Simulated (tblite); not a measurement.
Species: C₅H₁₀S.
Geometry (GFN2-xTB, Å), atoms numbered from 1 in this order:
```xyz
16
C5H10S angstrom
C      2.471   -0.036    0.634
C      2.042    0.851   -0.248
S      0.576    0.836   -1.201
C     -0.295   -0.677   -0.669
C     -1.003   -0.511    0.668
C     -2.162    0.474    0.577
H      3.411    0.111    1.138
H      1.929   -0.929    0.892
H      2.613    1.737   -0.485
H     -1.015   -0.872   -1.463
H      0.437   -1.484   -0.650
H     -1.375   -1.489    0.985
H     -0.291   -0.162    1.419
H     -2.618    0.616    1.553
H     -1.807    1.437    0.217
H     -2.921    0.108   -0.111
```

Computed with GFN2-xTB (tblite): harmonic, unscaled wavenumbers at the GFN2-xTB geometry, gas phase. The method is semi-empirical: single wavenumbers can be off by several per cent or more. One conformer, not necessarily the lowest.

Harmonic wavenumbers (cm⁻¹): 65.1, 105.8, 141.7, 194.4, 214.6, 316.7, 397.2, 444.4, 560.3, 665.8, 720.4, 817.5, 836.3, 860.4, 939.6, 980.9, 1009.0, 1055.0, 1065.2, 1116.8, 1194.4, 1238.0, 1251.6, 1272.4, 1341.0, 1394.8, 1416.3, 1446.4, 1482.0, 1499.1, 1501.4, 1652.6, 2957.9, 2982.8, 2987.7, 2998.6, 3035.6, 3041.4, 3045.1, 3079.0, 3111.3, 3135.9.

A = 4545, B = 1818, C = 1553 MHz; mass 102.050 u (most abundant isotopes); point group C1, symmetry number 1.

Task: Zero-point energy?

Result: ½Σν̃ = 29786 cm⁻¹ = 85.16 kcal/mol.

Task: Entropy at 273.15 K, 1 bar (ideal gas, RRHO, classical rotation)?

Result: Translation 39.37, rotation 27.36, vibration 18.34: S = 85.1 cal/(mol K).

Task: And Cp and H(273.15 K) − H(0)?

Result: Cp = 28.07 cal/(mol K), of which vibrations give 20.12 (their classical limit is 42 R = 83.5); H(273.15 K) − H(0) = 4.91 kcal/mol without the zero-point energy, 2.74 from vibrations.

Task: What must be added to the electronic energy to get the Gibbs energy at 273.15 K and 1 bar?

Result: ZPE + [H(273.15 K) − H(0)] − T·S = 85.16 + 4.91 − 23.24 = 66.83 kcal/mol.

Task: Which modes carry the vibrational entropy at 273.15 K?

Result: 65.1 cm⁻¹: 4.12; 105.8 cm⁻¹: 3.17; 141.7 cm⁻¹: 2.61; 194.4 cm⁻¹: 2.02; 214.6 cm⁻¹: 1.85; 316.7 cm⁻¹: 1.19 cal/(mol K); the other 36 give 3.37 together.

Task: How do the functions run with temperature in this model?

Result: 
| T (K) | S (cal/(mol K)) | Cp (cal/(mol K)) | H − H(0) (kcal/mol) | G − H(0) (kcal/mol) | ln q(vib) |
| --- | --- | --- | --- | --- | --- |
| 100 | 64.2 | 15.7 | 1.14 | -5.28 | 1.01 |
| 200 | 77.2 | 22.6 | 3.06 | -12.39 | 2.84 |
| 300 | 87.8 | 30.2 | 5.69 | -20.65 | 4.68 |
| 500 | 106.8 | 45.0 | 13.26 | -40.15 | 8.41 |
| 800 | 131.5 | 59.9 | 29.18 | -76.00 | 13.93 |
| 1000 | 145.6 | 66.6 | 41.87 | -103.74 | 17.44 |

q(vib) and H(0) count from the zero-point level.

Hindered rotation and anharmonicity are outside this model. Other conformers, if any are populated, would add a mixing term that is left out. The structure is chiral; the term R ln 2 for an equal mix with its mirror image is left out.

On an Intel Xeon Platinum 8375C at 2.90 GHz with one thread, on a shared host, this took 0.57 s. The figure is for the frequency step alone.
